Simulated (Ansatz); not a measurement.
# ClH: harmonic frequencies at the relaxed geometry

With Ansatz 0.2.0, Python API.

The cells in order, each with its output:

```python
import itertools

import ansatz as az
from ase.data import atomic_numbers, covalent_radii
import numpy as np
```

```python
geometry_ang = [
    ("Cl", [0.54521, -0.17826, 0.28035]),
    ("H", [-0.54521, 0.17826, -0.28035]),
]
molecule = az.Crystal.molecule()
for symbol, xyz in geometry_ang:
    molecule = molecule.atom(symbol, xyz)
```

```python
model = (
    molecule.calculation()
    .basis(gaussian="def2-TZVP")
    .functional("pbe")
)
symbols = [site.symbol for site in molecule.cartesian_sites]
start = np.array([site.position_ang for site in molecule.cartesian_sites], dtype=float)
summary = model.relax(force_tolerance=0.003).run(threads=1).report
end = np.array(summary["positions_ang"])
```

    

```python
radius = [covalent_radii[atomic_numbers[s]] for s in symbols]
span = lambda where, i, j: np.linalg.norm(where[i] - where[j])
bonded = [(i, j) for i, j in itertools.combinations(range(len(symbols)), 2) if min(span(start, i, j), span(end, i, j)) < 1.2 * (radius[i] + radius[j])]
print("pair        before    after (A)")
for i, j in bonded:
    print(f"{symbols[i]}{i}-{symbols[j]}{j}".ljust(10), f"{span(start, i, j):8.4f} {span(end, i, j):8.4f}")
```

    pair        before    after (A)
    Cl0-H1       1.2769   1.2893

```python
minimum = az.Crystal.molecule()
for symbol, place in zip(symbols, end):
    minimum = minimum.atom(symbol, place.tolist())
vibrating = minimum.calculation()
vibrating = vibrating.basis(gaussian="def2-TZVP")
vibrating = vibrating.functional("pbe")
vibrating = vibrating.phonons(temperatures=(200, 600, 100))
vib = vibrating.run(threads=1).report["vibrations"]
sums = vib["harmonic_sums"]
modes = [m["omega_inv_cm"] for m in sums["modes_at_gamma"] if m["rigid_motion"] == "no"]
print("frequencies (1/cm):", " ".join(f"{w:.0f}" for w in modes))
print("imaginary modes:", sum(w < 0 for w in modes), " zero-point energy:", round(sums["zero_point_energy_ev"], 4), "eV")
print("T (K)   F_vib (eV)   S_vib (meV/K)   C_vib (meV/K)")
for row in zip(sums["temperatures_k"], sums["vibrational_free_energy_ev"], vib["entropy_ev_per_k"], vib["heat_capacity_ev_per_k"]):
    print(f"{row[0]:6.1f} {row[1]:11.4f} {1000 * row[2]:13.4f} {1000 * row[3]:15.4f}")
```

    frequencies (1/cm): 2896
    imaginary modes: 0  zero-point energy: 0.1795 eV
    T (K)   F_vib (eV)   S_vib (meV/K)   C_vib (meV/K)
     200.0      0.1795        0.0000          0.0000
     300.0      0.1795        0.0000          0.0000
     400.0      0.1795        0.0000          0.0003
     500.0      0.1795        0.0002          0.0014
     600.0      0.1795        0.0007          0.0040

```python
heavier = vibrating.phonons(masses={"H": 2.014102}).run(threads=1).report["vibrations"]["harmonic_sums"]
print("deuterated (1/cm):", " ".join(f"{m['omega_inv_cm']:.0f}" for m in heavier["modes_at_gamma"] if m["rigid_motion"] == "no"))
print("zero-point energy falls by", round(sums["zero_point_energy_ev"] - heavier["zero_point_energy_ev"], 4), "eV")
```

    deuterated (1/cm): 2077
    zero-point energy falls by 0.0508 eV

The frequencies are harmonic and unscaled, in a modest basis. The result belongs to the one conformer reached from this start, and soft torsions count as harmonic oscillators. Run time: 7.9 s on 1 thread of Intel(R) Xeon(R) Platinum 8375C CPU @ 2.90GHz (Ice Lake) (shared host), peak memory 0.16 GiB.

(Lines on the test bed's own set-up are left out of the output.)
